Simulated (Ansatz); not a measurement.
# Lu, hcp: how the functional moves the structure

All rows: Ansatz, plane waves with scalar-relativistic PAW, 420 eV (500 eV for the SCAN forms), relaxed under each functional, no dispersion correction, no zero-point motion. B₀ comes from uniform scaling at fixed shape; a dash is a value not given.

The measured cell (COD entry 9010998) has a = 3.503 Å, c = 5.551 Å (c/a = 1.585), 29.50 Å³/atom.

```csv
functional,V (Å³/atom),cell,B₀ (GPa),magnetic state
PBE,29.17,"a = 3.507 Å, c = 5.477 Å (c/a = 1.562)",46,spin not included
r²SCAN,29.09,"a = 3.505 Å, c = 5.470 Å (c/a = 1.561)",47,spin not included
PBEsol,27.54,"a = 3.444 Å, c = 5.362 Å (c/a = 1.557)",50,spin not included
LDA,26.02,"a = 3.382 Å, c = 5.252 Å (c/a = 1.553)",55,spin not included
revPBE,30.18,"a = 3.543 Å, c = 5.552 Å (c/a = 1.567)",44,spin not included
RPBE,30.55,"a = 3.556 Å, c = 5.579 Å (c/a = 1.569)",43,spin not included
BLYP,29.85,"a = 3.538 Å, c = 5.507 Å (c/a = 1.557)",45,spin not included
```

LDA gives the smallest volume and RPBE the largest.
